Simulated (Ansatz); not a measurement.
A calculation with Ansatz (development build ahead of 0.2.0).

```yaml
crystal:
  periodic: [false, false, false]
  atoms:
    - { symbol: "N", position_ang: [0.0, 0.0, 0.0] }
    - { symbol: Na, position_ang: [0.0, 0.0, 4.5788] }
basis:
  gaussian: { orbitals: pcseg-2 }
magnetization:
  spin_polarized: true
  initial_magnetization: 2
hamiltonian:
  xc: pbe
```

The input is written out in the form of the current development build from the run's settings.

The run gave:

```yaml
Converged: yes
Total_energy: -216.71117 hartree
Spin_squared_of_the_determinant: 2.757
Stability_test: minimum
```

Caution: charge can spread falsely over distant fragments; the unrestricted determinant is spin contaminated.
